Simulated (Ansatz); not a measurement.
**H₂S (singlet): from Hartree-Fock to the top rungs at angle H2–S1–H3 = 180.0°, cc-pVDZ**

An exercise on one series of results from a longer session: the logs are not shown, and one member is left open.

Program: Ansatz 0.2.0, Gaussian basis. Level of theory: cc-pVDZ, core rule «outside noble gas», up to 5 orbitals frozen. These are calculated values, not measurements.

To be run: UHF; CCSD(T) on RHF; BCCD(T) on RHF; CISD; CCSDT(Q) on RHF; CCSDTQ on RHF; CASSCF and MRCISD+Q, 2 electrons in 2 orbitals; CASSCF and NEVPT2, 2 electrons in 2 orbitals; CASSCF and MRCISD+Q, 8 electrons in 6 orbitals; CASSCF and NEVPT2, 8 electrons in 6 orbitals; Full CI.

14 further runs of the same task are left out: 11 that didn't finish, 3 set aside as unsound or not needed. Runs told in other sessions of the task aren't counted.

**What is computed**

The geometry derives from a PBE0/def2-TZVP stationary point (not a proven minimum). One angle is set to the value named; bond lengths are kept.

3 atoms, charge 0, spin multiplicity 1.

Atoms are counted from 1 here; the program's logs count them from 0.

Bond lengths: S1–H2 1.341 Å, S1–H3 1.341 Å. Angles: H2–S1–H3 180.0°.

The first run:

The input, in.yaml:

```yaml
crystal:
  periodic: [false, false, false]
  atoms:
    - {symbol: S, position_ang: [0.000000, 0.000000, 0.000000]}
    - {symbol: H, position_ang: [0.000000, 0.000000, 1.341194]}
    - {symbol: H, position_ang: [0.000000, 0.000000, -1.341194]}
basis:
  gaussian: {orbitals: cc-pVDZ}
magnetization: {spin_polarized: true, initial_magnetization: 0}
hamiltonian: {xc: hf}
output: {orbitals: {seedname: orbitals}}
```

Run with:

```
ansatz run in.yaml --threads 1 --pin off --events-out ev --progress --plain --max-ram 2393MiB
```

Among the steps run: UHF; CCSD(T) on RHF; BCCD(T) on RHF; CISD; CCSDT(Q) on RHF; CCSDTQ on RHF; CASSCF and MRCISD+Q, 2 electrons in 2 orbitals; CASSCF and NEVPT2, 2 electrons in 2 orbitals; CASSCF and MRCISD+Q, 8 electrons in 6 orbitals; CASSCF and NEVPT2, 8 electrons in 6 orbitals; Full CI.

One table of the session follows, with a row left open; its other results are not shown here.

| method | from FCI (meV) |
| --- | --- |
| RHF | +5014.9 |
| RMP2 | +739.0 |
| CISD | +380.6 |
| RCCSD | +127.3 |
| RCCSD(T) | +24.7 |
| BCCD(T) | +25.8 |
| RCCSDT | +14.5 |
| RCCSDT(Q) | +1.6 |
| RCCSDTQ | +0.6 |
| CASSCF pair | +4574.6 |
| NEVPT2 pair | ? |
| CASSCF valence | +4054.6 |
| NEVPT2 valence | +818.2 |
| MRCISD valence | +242.5 |
| MRCISD+Q valence | -8.3 |
| FCI | 0 |

Q: Estimate the row for NEVPT2 pair from the others.

The run gave: from FCI (meV): +679.0. In the column «from FCI (meV)» it lies between CISD (+380.6) and RMP2 (+739.0).

Not comparable, so not listed: CASSCF and MRCISD+Q, 2 electrons in 2 orbitals (they don't share determinant, frozen orbitals or solution with the rows shown, or repeat one).

To keep in mind: MRCISD+Q valence falls below full CI: the +Q correction isn't variational, and the cores differ from full CI's. Warnings in the runs' records: passed over end.
